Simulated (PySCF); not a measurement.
**Where the electron goes**

1,1,1-trifluoroethane, C₂H₃F₃.
Structure used (GFN2-xTB), in Å, numbered top down from 1:
```xyz
8
C2H3F3 angstrom
C      0.8091   -0.0382   -0.0787
C     -0.6904    0.0351    0.0619
F     -1.3243   -0.2380   -1.0891
F     -1.1609   -0.8343    0.9696
F     -1.1092    1.2508    0.4464
H      1.2666    0.1864    0.8812
H      1.1311    0.6878   -0.8207
H      1.0870   -1.0402   -0.3952
```

Method used: TDDFT PBE0/def2-SVPD, vertical, gas phase, core orbitals frozen in the response in PySCF 2.14.0, density-fitted response routines.

Kohn–Sham orbitals with the atoms that hold most of them (Löwdin shares over 4%, at most four atoms; ? is withheld):

| orbital | ε (eV) | atoms |
| --- | --- | --- |
| LUMO+2 | 2.42 | H8 28%, H7 15%, C1 14%, F3 13% |
| LUMO+1 | 1.88 | C2 16%, F5 14%, F4 14%, F3 14% |
| LUMO | 0.69 | C1 33%, C2 16%, H8 11%, H7 11% |
| HOMO | ? | ? |
| HOMO-1 | -11.75 | F3 28%, C1 27%, H6 14%, F4 11% |
| HOMO-2 | -11.75 | C1 27%, F4 22%, F5 21%, H7 11% |
| HOMO-3 | -11.77 | F5 34%, F4 34%, F3 32% |

(1) Which atoms hold the HOMO, and with what shares?

(2) What is the HOMO energy, and the HOMO–LUMO gap?

Answers

(1) C1 (bonded to C and 3 H) 24%; F3 (bonded to C) 18%; F4 (bonded to C) 18%; F5 (bonded to C) 18%. By element: fluorine 53%, carbon 24% or more.

(2) ε(HOMO) = -11.11 eV; the gap is 11.80 eV (0.4336 hartree).

Within 0.005 eV of a neighbour in this list lie HOMO-2/HOMO-1 (point group found: C3v); within a degenerate set the shares of single atoms can hang on how the components are chosen.

Q: The HOMO–LUMO gap is 11.80 eV. Where does the response calculation put the lowest singlet, and from which orbitals?

A: S1 is at 10.56 eV (f = 0.066), 1.23 eV below the gap, made of HOMO→LUMO (99%). 

Q: One configuration dominates each of S1 and S5. Which, and how do the shares of the two leading atoms of either orbital change from the occupied to the empty one?

A: 
- S1 (10.56 eV, f 0.066), HOMO→LUMO (99%): C1 24% → 33%, F3 18% → at most 12%, C2 at most 18% → 16%
- S5 (11.85 eV, f 0.0000), HOMO→LUMO+1 (96%): C1 24% → at most 14%, F3 18% → 14%, C2 at most 18% → 16%, F5 18% → 14%

Orbitals of the list HOMO-3 to LUMO+2 that lie within 0.01 eV of each other are written together with a slash and their weights summed (≥ marks a lower bound); for degenerate orbitals outside that list single weights are arbitrary.
